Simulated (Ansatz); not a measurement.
Input file:

```yaml
crystal:
  periodic: [false, false, false]
  atoms:
    - {symbol: Al, position_ang: [0.000000, 0.000000, 0.461555]}
    - {symbol: O, position_ang: [0.000000, 0.000000, -2.491445]}
    - {symbol: H, position_ang: [0.000000, 0.000000, 2.029890]}
basis:
  gaussian: {orbitals: 6-31G}
correlation: {method: fci, electrons: outside_noble_gas}
```

```sh
$ ansatz run in.yaml --threads 1 --pin off --events-out ev --progress --plain --max-ram 2393MiB
```

Output:

```
430 factors; integrals over basis functions are off by at most 7.9e-8 eV
mean field evaluation 1: about -8607.2730 eV, gradient 6.6e1 eV
mean field evaluation 2: about -8607.2730 eV, gradient 6.6e1 eV
mean field evaluation 4: about -8609.5683 eV, gradient 6.3e1 eV
mean field evaluation 8: about -8624.2641 eV, gradient 3.9e1 eV
mean field evaluation 16: about -8628.6499 eV, gradient 1.4e-6 eV
mean field evaluation 32: about -8623.1369 eV, gradient 3.4e-1 eV
mean field evaluation 64: about -8623.5407 eV, gradient 2.8e0 eV
mean field evaluation 96: about -8627.6471 eV, gradient 1.2e-3 eV
mean field evaluation 128: about -8627.6460 eV, gradient 3.8e-1 eV
mean field evaluation 160: about -8621.2125 eV, gradient 4.1e1 eV
mean field -8628.64990112 eV, -317.0970351570 hartree, gradient 1.9e-6 eV, S^2 0.000000; 13 other end points of the search recorded, 0 dependent functions left out; unrestricted orbitals would lower it
mean field evaluation 192: about -8630.3106 eV, gradient 1.4e-1 eV
determinant -8628.64990112 eV, -317.0970351570 hartree, with singles and doubles -8632.66772367 eV, -317.2446874125 hartree
determinant -8627.64712478 eV, -317.0601838063 hartree, with singles and doubles -8631.29779740 eV, -317.1943435505 hartree
unrestricted determinant -8630.31116792 eV, -317.1580855862 hartree, S^2 1.1779
6 core orbitals not correlated: weight in the atoms' cores, before any rotation towards them, 1.000 or more for the frozen orbitals, at most 0.000 for the correlated occupied ones
reference -8628.64990112 eV, -317.0970351570 hartree; 5, 5 occupied and 13, 13 virtual orbitals, 430 factors
state -8633.63193754 eV, -317.2801216187 hartree
Total energy: -8633.63193754 eV, -317.2801216187 hartree
```

Natural occupations: 1.9867 1.9518 1.7381 1.7381 1.5668 0.4365 0.2494 0.2493 0.0296 0.0121 0.0121 0.0105 0.0060 0.0040 0.0028 0.0028 0.0026 0.0007.

Ran on 1 thread of Arm Neoverse V1, shared host: 4.5 min wall, 1.2 GiB peak host memory.
